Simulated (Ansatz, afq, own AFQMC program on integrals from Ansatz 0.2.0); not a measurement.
## Where AFQMC and coupled cluster stand for BH4⁺, triplet

```tsv
atom	x (Å)	y (Å)	z (Å)
B	0.0000	0.0000	0.0000
H	0.7049	0.7256	1.5775
H	-0.7248	-0.7026	1.5789
H	-0.7041	0.7033	-1.5879
H	0.7240	-0.7263	-1.5685
```

Basis cc-pVDZ. Noble-gas cores (and the filled d shells of Ga–Kr and In–Xe) are frozen. Ansatz 0.2.0 and our own AFQMC program on the same integrals; the CISD trial comes from CCSD amplitudes, and released means the phaseless constraint is let go. ± is one standard error of the sampling.

Determinant: ROHF, the one that the program's search chose, which needn't be the lowest solution. The geometry is a point of a scan.

Full CI on the same integrals is exact in this basis and with this determinant's frozen core.

Cautions: lower spins were not checked; a spin-contaminated unrestricted determinant lies lower (UHF 605 meV lower, ⟨S²⟩ 2.24); the released energies are still falling, so no released level is given (meV from the phaseless value at times in 1/Eh: -8 ± 4 at 0.24, -11 ± 4 at 0.51, -19 ± 5 at 0.99, -38 ± 4 at 1.62, -43 ± 4 at 2.40).

The T1 diagnostic is 0.0303 and the weight of the determinant in the CISD state is 0.848. The size of the correlated space is 6 electrons in 33 orbitals.

Reference: full CI, correlation energy -4.146 eV.

```tsv
level	E − E(reference) (kJ/mol)	share of correlation (%)
HF	400.0	0.00
MP2	122.0	69.49
CCSD	24.8	93.79
CCSD(T)	8.3	97.93
CCSDT	0.8	99.81
CCSDT(Q)	0.2	99.96
CCSDTQ	0.0	100.00
ph-AFQMC/CISD	7.9 ± 0.5	98.01
```

CCSDT and higher add their correlation energy to the determinant of the CCSD(T) run, since their own runs factorise the integrals more tightly (a shift of under 2 meV). A walk keeps the symmetry of its determinant, which the program's search chose and which needn't be the lowest solution, so a lower state of the same spin and another symmetry isn't excluded.
